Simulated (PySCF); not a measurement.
SiH and its ions

PW91; PySCF, no relativity, basis sets Si def2-TZVPPD, H def2-TZVPPD. Neutral (UKS): doublet (π ↑), Re = 1.541 Å, ωe = 1960 cm⁻¹, De = 3.15 eV, HOMO -4.54 eV, LUMO -4.25 eV.

SiH⁻ (UKS): triplet (π ↑↑), Re = 1.568 Å, ωe = 1778 cm⁻¹, De = 3.11 eV to Si⁻ + H. The energies at the minima are -289.97073 hartree for SiH and -290.01508 for SiH⁻.

Question: Work out the adiabatic electron affinity, without and with harmonic zero-point energies (1 hartree = 27.2114 eV, 1 eV = 8065.5 cm⁻¹), and the change of the bond length.

Answer: At PW91: 0.04435 hartree = 1.207 eV between the minima; the zero-point term (1960.0 − 1778.0)/2 cm⁻¹ = +0.011 eV makes it 1.218 eV. Re changes by +2.7 pm against the neutral. The electron enters a π orbital, which is non-bonding in a hydride.

For an ion De counts to the pair picked by the measured ionisation energies or electron affinities, which need not be the lowest pair at this level. The highest Kohn–Sham level is positive in this anion. Much of that is self-interaction error, but it also means that the finite basis helps to hold the extra electron. States were picked by a PBE0 search and need not be the measured ground states.
